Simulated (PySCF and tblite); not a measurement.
Values are calculated unless marked as measured or tabulated.
1,3-difluoropropane, C₃H₆F₂, numbered as in [F:1][CH2:2][CH2:3][CH2:4][F:5].

Geometries PBE0-D3(BJ)/def2-SVP; weights from PBE0-D3(BJ)/def2-TZVP energies and GFN2-xTB thermal corrections, with symmetry numbers and mirror pairs. Conformers within 3 kcal/mol (GFN2-xTB free energy) were kept, 8 at most. GIAO shieldings: PBE0/pcSseg-2. Shifts are against TMS (¹H), TMS (¹³C), CFCl3 (¹⁹F) at the same level. Codes: tblite and PySCF.

Question: List the conformer-averaged shifts at 298.15 K.

Answer: ¹H: 4.49 (H2/H4, 4H), 1.83 (H3, 2H) ppm. ¹³C: 82.1 (C2/C4), 36.0 (C3) ppm. ¹⁹F: -248.2 (F1/F5) ppm.

Question: How do the conformers differ?

Answer: Torsions listed: F1–C2–C3–C4, C2–C3–C4–F5. Of a mirror pair one member is shown.
| conformer | shape | weight % |
| --- | --- | --- |
| 1 | -61°, -61° | 61.5 |
| 2 | -60°, 179° | 35.6 |
| 3 | 180°, 180° | 1.8 |
| 4 | 66°, -67° | 1.1 |

```json
{"signal": "H2/H4", "1": "4.52", "2": "4.45", "3": "4.19", "4": "4.51", "average": "4.49"}
{"signal": "H3", "1": "1.74", "2": "1.96", "3": "2.19", "4": "1.76", "average": "1.83"}
{"signal": "C2/C4", "1": "80.9", "2": "84.0", "3": "82.3", "4": "87.4", "average": "82.1"}
{"signal": "C3", "1": "36.0", "2": "36.0", "3": "35.9", "4": "36.4", "average": "36.0"}
{"signal": "F1/F5", "1": "-250.9", "2": "-244.0", "3": "-246.6", "4": "-237.6", "average": "-248.2"}
```

Question: Which signal moves most, for its nucleus, between 250 and 373.15 K through the change of populations alone?

Answer: H3: 1.82 ppm at 250 K, 1.82 ppm at 273.15 K, 1.83 ppm at 298.15 K, 1.84 ppm at 323.15 K, 1.85 ppm at 373.15 K.

Unscaled ¹⁹F shifts at such levels can be off by tens of ppm; differences between conformers or isomers are more reliable. Shifts are unscaled: against experiment ¹³C can be off by 15 ppm or more and ¹H by 0.8 ppm.
